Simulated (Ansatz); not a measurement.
This geometry of CH4O2S (8 atoms, charge 0, multiplicity 1) is a first-order saddle point.

The calculation used RKS LDA/def2-SVP (Ansatz 0.2.0).

```xyz
8
Properties=species:S:1:pos:R:3
O 0.279 1.118 -1.290
C 0.094 0.861 0.018
S 0.576 -0.599 0.632
O -0.518 -1.920 -0.005
H -0.516 1.552 -1.656
H -0.578 1.514 0.608
H 0.573 0.153 1.848
H 0.090 -2.679 -0.156
```

(1) Which two structures does it join? (They come from a converged band through this point; their orientation in space is the band's.)

(2) How far does it lie above each of them?

Results:

(1) Bonds broken: C2–H7. Bonds formed: S3–H7.

Image 0:

```xyz
8
Properties=species:S:1:pos:R:3
O 0.377 0.905 -0.867
C 0.169 0.795 0.479
S 0.262 -0.963 0.997
O -0.666 -1.493 -0.327
H -0.235 0.230 -1.251
H -0.831 1.181 0.808
H 0.959 1.330 1.054
H -0.036 -1.986 -0.893
```

Image 8:

```xyz
8
Properties=species:S:1:pos:R:3
O 0.405 1.434 -1.291
C 0.126 0.991 -0.054
S 0.604 -0.560 0.381
O -0.288 -2.148 0.638
H -0.396 1.808 -1.708
H -0.686 1.496 0.513
H 0.337 -0.368 1.701
H -0.102 -2.653 -0.181
```

(2) 50.4 kcal/mol above the first and 10.5 kcal/mol above the second. This is the barrier of this one path; another mechanism may lie lower. The orbitals stay closed-shell, which can raise the energy where a bond breaks towards radicals; this wasn't checked here.

The run took 84 s on 1 thread of Intel(R) Xeon(R) 6975P-C (Granite Rapids), with other jobs on the host, peak memory 0.15 GiB.
